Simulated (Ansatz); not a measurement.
Wavefunction ladder for `CCN=C=CO`

Cartesian coordinates in Å:
```
C 2.029 -0.656 0.076
C 0.722 -0.796 -0.677
N 0.051 0.497 -0.762
C -1.077 0.656 -0.315
C -2.279 0.952 0.115
O -2.598 1.412 1.369
H 1.853 -0.366 1.114
H 2.570 -1.605 0.075
H 2.660 0.104 -0.388
H 0.077 -1.550 -0.210
H 0.922 -1.111 -1.705
H -3.139 0.821 -0.528
H -1.791 1.643 1.836
```

Charge 0, multiplicity 1. All single points use the PBE0-D4/def2-TZVP geometry. It is one conformer, not always the lowest. Frozen core, restricted reference, Ansatz 0.2.0. CBS rows extrapolate triple and quadruple zeta; past MP2 they add the triple-zeta difference.

| basis | HF (Eh) | MP2 corr. | CCSD corr. | (T) | CCSD(T) total |
| --- | --- | --- | --- | --- | --- |
| def2-TZVPP | -284.89775 | -1.09194 | -1.12669 | ? | ? |
| def2-QZVPP | ? | ? | – | – | – |
| CBS(def2) | -284.91254 | -1.22226 | ? | as TZ | ? |

Q: Fill in the withheld values. (Best estimate.)

A: Ansatz gave: def2-TZVPP (T): -0.05047; def2-TZVPP CCSD(T) total: -286.07491; def2-QZVPP HF (Eh): -284.91075; def2-QZVPP MP2 corr.: -1.16681; CBS(def2) CCSD corr.: -1.25701; CBS(def2) CCSD(T) total: -286.22002.
